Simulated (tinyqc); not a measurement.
UHF in the sto-3g basis, for LiH, spin multiplicity 3, step by step (part 2 of 2). This run ends on a higher stationary point, not on the lowest solution. Computed by tinyqc, a small Python program that keeps every step (integrals from PySCF). Command: `OMP_NUM_THREADS=1 python tinyqc.py 30225 30226 out.jsonl` (the two numbers bound the seeds that draw the settings). One thread of a shared host (Intel(R) Xeon(R) Processor @ 2.60GHz), about 0.1 s of CPU time with the checks.

Geometry (angstrom):
```
atom         x         y         z
Li    0.000000  0.000000  0.000000
H     0.000000  0.000000  1.455000
```

## Iteration 3: building the Fock matrix

D(alpha) after iteration 2, order 1Li 1s, 1Li 2s, 1Li 2px, 1Li 2py, 1Li 2pz, 2H 1s:
$$\begin{pmatrix}
1.018771 & -0.044849 & 0.000000 & 0.000000 & -0.012102 & -0.138093 \\
-0.044849 & 0.177412 & 0.000000 & 0.000000 & 0.046029 & 0.296617 \\
0.000000 & 0.000000 & 0.984654 & -0.122924 & 0.000000 & 0.000000 \\
0.000000 & 0.000000 & -0.122924 & 0.015346 & 0.000000 & 0.000000 \\
-0.012102 & 0.046029 & 0.000000 & 0.000000 & 0.011942 & 0.076985 \\
-0.138093 & 0.296617 & 0.000000 & 0.000000 & 0.076985 & 0.499871
\end{pmatrix}$$

D(beta) after iteration 2, order 1Li 1s, 1Li 2s, 1Li 2px, 1Li 2py, 1Li 2pz, 2H 1s:
$$\begin{pmatrix}
0.985371 & 0.026888 & 0.000000 & 0.000000 & 0.011673 & 0.003576 \\
0.026888 & 0.000734 & 0.000000 & 0.000000 & 0.000319 & 0.000098 \\
0.000000 & 0.000000 & 0.000000 & 0.000000 & 0.000000 & 0.000000 \\
0.000000 & 0.000000 & 0.000000 & 0.000000 & 0.000000 & 0.000000 \\
0.011673 & 0.000319 & 0.000000 & 0.000000 & 0.000138 & 0.000042 \\
0.003576 & 0.000098 & 0.000000 & 0.000000 & 0.000042 & 0.000013
\end{pmatrix}$$

core Hamiltonian H = T + V (hartree), order 1Li 1s, 1Li 2s, 1Li 2px, 1Li 2py, 1Li 2pz, 2H 1s:
$$\begin{pmatrix}
-4.769791 & -1.072262 & 0.000000 & 0.000000 & -0.019442 & -0.414327 \\
-1.072262 & -1.412029 & 0.000000 & 0.000000 & -0.129705 & -0.787167 \\
0.000000 & 0.000000 & -1.149767 & 0.000000 & 0.000000 & 0.000000 \\
0.000000 & 0.000000 & 0.000000 & -1.149767 & 0.000000 & 0.000000 \\
-0.019442 & -0.129705 & 0.000000 & 0.000000 & -1.253901 & -0.908794 \\
-0.414327 & -0.787167 & 0.000000 & 0.000000 & -0.908794 & -1.552316
\end{pmatrix}$$

Two-electron integrals (ij|kl) in chemists' order, unique and non-zero (hartree):
```
(11|11) 1.680395   (21|11) 0.265420   (21|21) 0.049941   (22|11) 0.397727
(22|21) 0.092860   (22|22) 0.290562   (31|31) 0.008981   (32|31) 0.013788
(32|32) 0.064184   (33|11) 0.396640   (33|21) 0.092880   (33|22) 0.290497
(33|33) 0.312946   (41|41) 0.008981   (42|41) 0.013788   (42|42) 0.064184
(43|43) 0.016869   (44|11) 0.396640   (44|21) 0.092880   (44|22) 0.290497
(44|33) 0.279207   (44|44) 0.312946   (51|51) 0.008981   (52|51) 0.013788
(52|52) 0.064184   (53|53) 0.016869   (54|54) 0.016869   (55|11) 0.396640
(55|21) 0.092880   (55|22) 0.290497   (55|33) 0.279207   (55|44) 0.279207
(55|55) 0.312946   (61|11) 0.097519   (61|21) 0.018415   (61|22) 0.034691
(61|33) 0.034282   (61|44) 0.034282   (61|51) 0.002177   (61|52) 0.004136
(61|55) 0.035527   (61|61) 0.007421   (62|11) 0.174736   (62|21) 0.041021
(62|22) 0.129755   (62|33) 0.123800   (62|44) 0.123800   (62|51) 0.006731
(62|52) 0.036343   (62|55) 0.141530   (62|61) 0.017882   (62|62) 0.088647
(63|31) 0.003801   (63|32) 0.016247   (63|53) 0.006026   (63|63) 0.007461
(64|41) 0.003801   (64|42) 0.016247   (64|54) 0.006026   (64|64) 0.007461
(65|11) 0.201780   (65|21) 0.047982   (65|22) 0.157962   (65|33) 0.147684
(65|44) 0.147684   (65|51) 0.010550   (65|52) 0.055565   (65|55) 0.178316
(65|61) 0.022030   (65|62) 0.119548   (65|65) 0.164726   (66|11) 0.361197
(66|21) 0.086422   (66|22) 0.294695   (66|33) 0.269924   (66|44) 0.269924
(66|51) 0.017797   (66|52) 0.109626   (66|55) 0.343694   (66|61) 0.039989
(66|62) 0.244927   (66|65) 0.345154   (66|66) 0.774606
```

nuclear repulsion = 1.09108703 hartree

J_ij = sum D_kl (ij|kl) with D = D(alpha) + D(beta), K_ij = sum D_kl (ik|jl) for each spin; F = H + J - K(s); E = tr D H + tr D J / 2 - 0.5 sum_s tr D(s) K(s) + E_nn.

Coulomb J (hartree), order 1Li 1s, 1Li 2s, 1Li 2px, 1Li 2py, 1Li 2pz, 2H 1s:
$$\begin{pmatrix}
4.119600 & 0.710673 & 0.000000 & 0.000000 & 0.015201 & 0.268052 \\
0.710673 & 1.378850 & 0.000000 & 0.000000 & 0.089752 & 0.689357 \\
0.000000 & 0.000000 & 1.381063 & -0.004147 & 0.000000 & 0.000000 \\
0.000000 & 0.000000 & -0.004147 & 1.348360 & 0.000000 & 0.000000 \\
0.015201 & 0.089752 & 0.000000 & 0.000000 & 1.400032 & 0.848722 \\
0.268052 & 0.689357 & 0.000000 & 0.000000 & 0.848722 & 1.632482
\end{pmatrix}$$

exchange K(alpha) (hartree), order 1Li 1s, 1Li 2s, 1Li 2px, 1Li 2py, 1Li 2pz, 2H 1s:
$$\begin{pmatrix}
1.694114 & 0.286313 & 0.000000 & 0.000000 & 0.001854 & 0.105032 \\
0.286313 & 0.274603 & 0.000000 & 0.000000 & 0.140045 & 0.302986 \\
0.000000 & 0.000000 & 0.341149 & -0.036395 & 0.000000 & 0.000000 \\
0.000000 & 0.000000 & -0.036395 & 0.054160 & 0.000000 & 0.000000 \\
0.001854 & 0.140045 & 0.000000 & 0.000000 & 0.179753 & 0.298999 \\
0.105032 & 0.302986 & 0.000000 & 0.000000 & 0.298999 & 0.616184
\end{pmatrix}$$

exchange K(beta) (hartree), order 1Li 1s, 1Li 2s, 1Li 2px, 1Li 2py, 1Li 2pz, 2H 1s:
$$\begin{pmatrix}
1.670825 & 0.274343 & 0.000000 & 0.000000 & 0.005505 & 0.105046 \\
0.274343 & 0.054750 & 0.000000 & 0.000000 & 0.001583 & 0.021378 \\
0.000000 & 0.000000 & 0.009672 & 0.000000 & 0.000000 & 0.000000 \\
0.000000 & 0.000000 & 0.000000 & 0.009672 & 0.000000 & 0.000000 \\
0.005505 & 0.001583 & 0.000000 & 0.000000 & 0.009785 & 0.003280 \\
0.105046 & 0.021378 & 0.000000 & 0.000000 & 0.003280 & 0.009325
\end{pmatrix}$$

F(alpha) (hartree), order 1Li 1s, 1Li 2s, 1Li 2px, 1Li 2py, 1Li 2pz, 2H 1s:
$$\begin{pmatrix}
-2.344305 & -0.647902 & 0.000000 & 0.000000 & -0.006096 & -0.251307 \\
-0.647902 & -0.307782 & 0.000000 & 0.000000 & -0.179998 & -0.400795 \\
0.000000 & 0.000000 & -0.109853 & 0.032248 & 0.000000 & 0.000000 \\
0.000000 & 0.000000 & 0.032248 & 0.144434 & 0.000000 & 0.000000 \\
-0.006096 & -0.179998 & 0.000000 & 0.000000 & -0.033623 & -0.359071 \\
-0.251307 & -0.400795 & 0.000000 & 0.000000 & -0.359071 & -0.536018
\end{pmatrix}$$

F(beta) (hartree), order 1Li 1s, 1Li 2s, 1Li 2px, 1Li 2py, 1Li 2pz, 2H 1s:
$$\begin{pmatrix}
-2.321015 & -0.635932 & 0.000000 & 0.000000 & -0.009747 & -0.251321 \\
-0.635932 & -0.087929 & 0.000000 & 0.000000 & -0.041535 & -0.119187 \\
0.000000 & 0.000000 & 0.221625 & -0.004147 & 0.000000 & 0.000000 \\
0.000000 & 0.000000 & -0.004147 & 0.188922 & 0.000000 & 0.000000 \\
-0.009747 & -0.041535 & 0.000000 & 0.000000 & 0.136345 & -0.063352 \\
-0.251321 & -0.119187 & 0.000000 & 0.000000 & -0.063352 & 0.070841
\end{pmatrix}$$

total energy of this density = -7.68461375 hartree

## Iteration 3: diagonalisation and new density

X, order 1Li 1s, 1Li 2s, 1Li 2px, 1Li 2py, 1Li 2pz, 2H 1s:
$$\begin{pmatrix}
1.022965 & -0.125084 & 0.000000 & 0.000000 & 0.000128 & -0.005464 \\
-0.125084 & 1.133390 & 0.000000 & 0.000000 & 0.137411 & -0.320402 \\
0.000000 & 0.000000 & 1.000000 & 0.000000 & 0.000000 & 0.000000 \\
0.000000 & 0.000000 & 0.000000 & 1.000000 & 0.000000 & 0.000000 \\
0.000128 & 0.137411 & 0.000000 & 0.000000 & 1.170705 & -0.398692 \\
-0.005464 & -0.320402 & 0.000000 & 0.000000 & -0.398692 & 1.281174
\end{pmatrix}$$

Diagonalise F' = X^T F X, C = X C', fill 3 alpha and 1 beta electrons from the bottom; D(s) = C_occ C_occ^T. Each column has its largest component positive (the first on a tie).

F' = X^T F X (alpha) (hartree):
$$\begin{pmatrix}
-2.289972 & -0.347551 & 0.000000 & 0.000000 & 0.016926 & -0.056731 \\
-0.347551 & -0.057297 & 0.000000 & 0.000000 & -0.011485 & -0.293330 \\
0.000000 & 0.000000 & -0.109853 & 0.032248 & 0.000000 & 0.000000 \\
0.000000 & 0.000000 & 0.032248 & 0.144434 & 0.000000 & 0.000000 \\
0.016926 & -0.011485 & 0.000000 & 0.000000 & 0.184101 & -0.337014 \\
-0.056731 & -0.293330 & 0.000000 & 0.000000 & -0.337014 & -0.265730
\end{pmatrix}$$

orbital energies (alpha) (hartree): MO1 -2.347724, MO2 -0.561762, MO3 -0.113879, MO4 0.071486, MO5 0.148459, MO6 0.409102

coefficients C (alpha), order 1Li 1s, 1Li 2s, 1Li 2px, 1Li 2py, 1Li 2pz, 2H 1s:
$$\begin{pmatrix}
0.989426 & -0.164772 & 0.000000 & -0.227082 & 0.000000 & -0.066732 \\
0.037777 & 0.270321 & 0.000000 & 0.954275 & 0.000000 & 0.660770 \\
0.000000 & 0.000000 & 0.992297 & 0.000000 & 0.123878 & 0.000000 \\
0.000000 & 0.000000 & -0.123878 & 0.000000 & 0.992297 & 0.000000 \\
0.002776 & 0.173945 & 0.000000 & -0.392479 & 0.000000 & 1.167940 \\
0.007109 & 0.768776 & 0.000000 & -0.324901 & 0.000000 & -1.098372
\end{pmatrix}$$

F' = X^T F X (beta) (hartree):
$$\begin{pmatrix}
-2.264826 & -0.360130 & 0.000000 & 0.000000 & 0.003465 & -0.091795 \\
-0.360130 & 0.100287 & 0.000000 & 0.000000 & 0.047511 & -0.172349 \\
0.000000 & 0.000000 & 0.221625 & -0.004147 & 0.000000 & 0.000000 \\
0.000000 & 0.000000 & -0.004147 & 0.188922 & 0.000000 & 0.000000 \\
0.003465 & 0.047511 & 0.000000 & 0.000000 & 0.255304 & -0.219417 \\
-0.091795 & -0.172349 & 0.000000 & 0.000000 & -0.219417 & 0.282064
\end{pmatrix}$$

orbital energies (beta) (hartree): MO1 -2.323646, MO2 0.002058, MO3 0.146877, MO4 0.188404, MO5 0.222142, MO6 0.547540

coefficients C (beta), order 1Li 1s, 1Li 2s, 1Li 2px, 1Li 2py, 1Li 2pz, 2H 1s:
$$\begin{pmatrix}
0.991371 & -0.186277 & -0.201670 & 0.000000 & 0.000000 & 0.062816 \\
0.032024 & 0.476242 & 0.821987 & 0.000000 & 0.000000 & -0.719905 \\
0.000000 & 0.000000 & 0.000000 & 0.123878 & 0.992297 & 0.000000 \\
0.000000 & 0.000000 & 0.000000 & 0.992297 & -0.123878 & 0.000000 \\
0.002576 & 0.374237 & -0.582096 & 0.000000 & 0.000000 & -1.034162 \\
0.003933 & 0.500954 & -0.183164 & 0.000000 & 0.000000 & 1.272214
\end{pmatrix}$$

D(alpha) after iteration 3, order 1Li 1s, 1Li 2s, 1Li 2px, 1Li 2py, 1Li 2pz, 2H 1s:
$$\begin{pmatrix}
1.006113 & -0.007164 & 0.000000 & 0.000000 & -0.025915 & -0.119638 \\
-0.007164 & 0.074501 & 0.000000 & 0.000000 & 0.047126 & 0.208085 \\
0.000000 & 0.000000 & 0.984654 & -0.122924 & 0.000000 & 0.000000 \\
0.000000 & 0.000000 & -0.122924 & 0.015346 & 0.000000 & 0.000000 \\
-0.025915 & 0.047126 & 0.000000 & 0.000000 & 0.030265 & 0.133745 \\
-0.119638 & 0.208085 & 0.000000 & 0.000000 & 0.133745 & 0.591067
\end{pmatrix}$$

D(beta) after iteration 3, order 1Li 1s, 1Li 2s, 1Li 2px, 1Li 2py, 1Li 2pz, 2H 1s:
$$\begin{pmatrix}
0.982816 & 0.031747 & 0.000000 & 0.000000 & 0.002553 & 0.003899 \\
0.031747 & 0.001026 & 0.000000 & 0.000000 & 0.000082 & 0.000126 \\
0.000000 & 0.000000 & 0.000000 & 0.000000 & 0.000000 & 0.000000 \\
0.000000 & 0.000000 & 0.000000 & 0.000000 & 0.000000 & 0.000000 \\
0.002553 & 0.000082 & 0.000000 & 0.000000 & 0.000007 & 0.000010 \\
0.003899 & 0.000126 & 0.000000 & 0.000000 & 0.000010 & 0.000015
\end{pmatrix}$$

## Iteration 14 (converged): orbitals

converged F(alpha) (hartree), order 1Li 1s, 1Li 2s, 1Li 2px, 1Li 2py, 1Li 2pz, 2H 1s:
$$\begin{pmatrix}
-2.348425 & -0.654399 & 0.000000 & 0.000000 & -0.002188 & -0.255146 \\
-0.654399 & -0.259442 & 0.000000 & 0.000000 & -0.167897 & -0.370080 \\
0.000000 & 0.000000 & -0.103157 & 0.032248 & 0.000000 & 0.000000 \\
0.000000 & 0.000000 & 0.032248 & 0.151129 & 0.000000 & 0.000000 \\
-0.002188 & -0.167897 & 0.000000 & 0.000000 & -0.061702 & -0.389620 \\
-0.255146 & -0.370080 & 0.000000 & 0.000000 & -0.389620 & -0.560425
\end{pmatrix}$$

converged F(beta) (hartree), order 1Li 1s, 1Li 2s, 1Li 2px, 1Li 2py, 1Li 2pz, 2H 1s:
$$\begin{pmatrix}
-2.331447 & -0.638870 & 0.000000 & 0.000000 & -0.003314 & -0.249252 \\
-0.638870 & -0.088239 & 0.000000 & 0.000000 & -0.027848 & -0.103837 \\
0.000000 & 0.000000 & 0.218234 & -0.004147 & 0.000000 & 0.000000 \\
0.000000 & 0.000000 & -0.004147 & 0.185531 & 0.000000 & 0.000000 \\
-0.003314 & -0.027848 & 0.000000 & 0.000000 & 0.144510 & -0.038091 \\
-0.249252 & -0.103837 & 0.000000 & 0.000000 & -0.038091 & 0.136553
\end{pmatrix}$$

As before.

F' = X^T F X (alpha) (hartree):
$$\begin{pmatrix}
-2.291780 & -0.358891 & 0.000000 & 0.000000 & 0.021303 & -0.063436 \\
-0.358891 & -0.012750 & 0.000000 & 0.000000 & 0.001941 & -0.266276 \\
0.000000 & 0.000000 & -0.103157 & 0.032248 & 0.000000 & 0.000000 \\
0.000000 & 0.000000 & 0.032248 & 0.151129 & 0.000000 & 0.000000 \\
0.021303 & 0.001941 & 0.000000 & 0.000000 & 0.171697 & -0.360144 \\
-0.063436 & -0.266276 & 0.000000 & 0.000000 & -0.360144 & -0.296162
\end{pmatrix}$$

orbital energies (alpha) (hartree): MO1 -2.352209, MO2 -0.571197, MO3 -0.107183, MO4 0.079848, MO5 0.155155, MO6 0.414564

coefficients C (alpha), order 1Li 1s, 1Li 2s, 1Li 2px, 1Li 2py, 1Li 2pz, 2H 1s:
$$\begin{pmatrix}
0.989021 & -0.145476 & 0.000000 & -0.240536 & 0.000000 & -0.070348 \\
0.038274 & 0.181716 & 0.000000 & 0.963228 & 0.000000 & 0.677838 \\
0.000000 & 0.000000 & 0.992297 & 0.000000 & 0.123878 & 0.000000 \\
0.000000 & 0.000000 & -0.123878 & 0.000000 & 0.992297 & 0.000000 \\
0.000110 & 0.190748 & 0.000000 & -0.394310 & 0.000000 & 1.164698 \\
0.009550 & 0.807185 & 0.000000 & -0.243670 & 0.000000 & -1.091804
\end{pmatrix}$$

F' = X^T F X (beta) (hartree):
$$\begin{pmatrix}
-2.274994 & -0.361594 & 0.000000 & 0.000000 & 0.008647 & -0.092852 \\
-0.361594 & 0.098294 & 0.000000 & 0.000000 & 0.056329 & -0.175024 \\
0.000000 & 0.000000 & 0.218234 & -0.004147 & 0.000000 & 0.000000 \\
0.000000 & 0.000000 & -0.004147 & 0.185531 & 0.000000 & 0.000000 \\
0.008647 & 0.056329 & 0.000000 & 0.000000 & 0.256076 & -0.216130 \\
-0.092852 & -0.175024 & 0.000000 & 0.000000 & -0.216130 & 0.356266
\end{pmatrix}$$

orbital energies (beta) (hartree): MO1 -2.334049, MO2 0.037289, MO3 0.142246, MO4 0.185013, MO5 0.218751, MO6 0.590155

coefficients C (beta), order 1Li 1s, 1Li 2s, 1Li 2px, 1Li 2py, 1Li 2pz, 2H 1s:
$$\begin{pmatrix}
0.991389 & -0.207045 & -0.182144 & 0.000000 & 0.000000 & 0.056883 \\
0.032131 & 0.595551 & 0.746182 & 0.000000 & 0.000000 & -0.713623 \\
0.000000 & 0.000000 & 0.000000 & 0.123878 & 0.992297 & 0.000000 \\
0.000000 & 0.000000 & 0.000000 & 0.992297 & -0.123878 & 0.000000 \\
-0.000065 & 0.370043 & -0.650575 & 0.000000 & 0.000000 & -0.994087 \\
0.003574 & 0.409202 & -0.189162 & 0.000000 & 0.000000 & 1.303767
\end{pmatrix}$$

D(alpha) after iteration 14, order 1Li 1s, 1Li 2s, 1Li 2px, 1Li 2py, 1Li 2pz, 2H 1s:
$$\begin{pmatrix}
0.999326 & 0.011418 & 0.000000 & 0.000000 & -0.027640 & -0.107980 \\
0.011418 & 0.034486 & 0.000000 & 0.000000 & 0.034666 & 0.147044 \\
0.000000 & 0.000000 & 0.984654 & -0.122924 & 0.000000 & 0.000000 \\
0.000000 & 0.000000 & -0.122924 & 0.015346 & 0.000000 & 0.000000 \\
-0.027640 & 0.034666 & 0.000000 & 0.000000 & 0.036385 & 0.153970 \\
-0.107980 & 0.147044 & 0.000000 & 0.000000 & 0.153970 & 0.651639
\end{pmatrix}$$

D(beta) after iteration 14, order 1Li 1s, 1Li 2s, 1Li 2px, 1Li 2py, 1Li 2pz, 2H 1s:
$$\begin{pmatrix}
0.982852 & 0.031855 & 0.000000 & 0.000000 & -0.000065 & 0.003543 \\
0.031855 & 0.001032 & 0.000000 & 0.000000 & -0.000002 & 0.000115 \\
0.000000 & 0.000000 & 0.000000 & 0.000000 & 0.000000 & 0.000000 \\
0.000000 & 0.000000 & 0.000000 & 0.000000 & 0.000000 & 0.000000 \\
-0.000065 & -0.000002 & 0.000000 & 0.000000 & 0.000000 & 0.000000 \\
0.003543 & 0.000115 & 0.000000 & 0.000000 & 0.000000 & 0.000013
\end{pmatrix}$$

## Convergence

Stop when the energy changes by less than 1e-10 hartree and every element of the error matrix X^T (F D S - S D F) X (for each spin) is below 3e-06.

Course of the cycle:
```
iteration  E (hartree)     change  largest element of the error matrix
1          -1.40346342          -                             7.38e-02
2          -7.31717303  -5.91e+00                             1.10e-01
3          -7.68461375  -3.67e-01                             7.75e-02
4          -7.70691301  -2.23e-02                             2.98e-02
5          -7.70954304  -2.63e-03                             1.12e-02
6          -7.70987463  -3.32e-04                             4.24e-03
7          -7.70991875  -4.41e-05                             1.60e-03
8          -7.70992485  -6.09e-06                             6.09e-04
9          -7.70992571  -8.62e-07                             2.32e-04
10         -7.70992583  -1.24e-07                             8.84e-05
11         -7.70992585  -1.79e-08                             3.37e-05
12         -7.70992585  -2.61e-09                             1.29e-05
13         -7.70992585  -3.81e-10                             4.92e-06
14         -7.70992585  -5.56e-11                             1.88e-06
```

PySCF UHF in the same basis, after a stability check = -7.75678193 hartree

Converged in 14 iterations. But the solution lies 0.04686 hartree above the reference: it is another stationary point, not the lowest one. Reruns (cap 100 unless said): DIIS 8: converged in 11; damping 0.5: converged in 38 to a higher stationary point; level shift 0.5: converged in 32 to a higher stationary point; atomic densities as start, DIIS 8: converged in 8.

## Populations, bond orders and dipole

overlap S, order 1Li 1s, 1Li 2s, 1Li 2px, 1Li 2py, 1Li 2pz, 2H 1s:
$$\begin{pmatrix}
1.000000 & 0.241137 & 0.000000 & 0.000000 & 0.000000 & 0.090465 \\
0.241137 & 1.000000 & 0.000000 & 0.000000 & 0.000000 & 0.431474 \\
0.000000 & 0.000000 & 1.000000 & 0.000000 & 0.000000 & 0.000000 \\
0.000000 & 0.000000 & 0.000000 & 1.000000 & 0.000000 & 0.000000 \\
0.000000 & 0.000000 & 0.000000 & 0.000000 & 1.000000 & 0.536807 \\
0.090465 & 0.431474 & 0.000000 & 0.000000 & 0.536807 & 1.000000
\end{pmatrix}$$

Mulliken: Z minus the diagonal of D S on the atom; Loewdin: the same with S^(1/2) D S^(1/2); Mayer order: 2 sum_s sum (D(s) S)_ij (D(s) S)_ji over the two atoms.

Charges (e):
```
atom   Mulliken    Loewdin  Mulliken spin
1Li   -0.211649  -0.287081       1.212415
2H     0.211649   0.287081       0.787585
```

Mayer bond orders:
```
pair     order
2-1   0.334914
```

dipole moment about the origin, x y z (debye): [0.000000, 0.000000, 0.356906]

<S^2> of the determinant (pure state: 2) = 2.000021
